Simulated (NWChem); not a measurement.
**Extrapolating the CCSD(T) correlation energy of phosphine (H3P)**

```
P
H 1 1.4287
H 1 1.4287 2 92.92
H 1 1.4287 2 92.92 3 -93.08
```
Charge 0, spin multiplicity 1.

The numbers come from NWChem runs, not from measurements. All single points use one geometry, from PBE0/def2-SVP, a minimum by its harmonic frequencies.

The correlated methods keep 5 core orbitals frozen. No row is a measurement; the coupled-cluster row has its own basis-set and correlation limits.

Worked example. The CCSD(T) correlation energy is -167.54 mHa in cc-pVDZ and -205.53 mHa in cc-pVTZ. The form E(X) = E∞ + A/X³ turns the pair into an estimate of the basis-set limit.

E∞ = (3³·(-205.53) − 2³·(-167.54))/(3³ − 2³) = -221.5 mHa. The larger basis holds 93 % of that, at about 9 times the processor time of the smaller one. This is a two-point estimate, and a rough one from so small a pair.
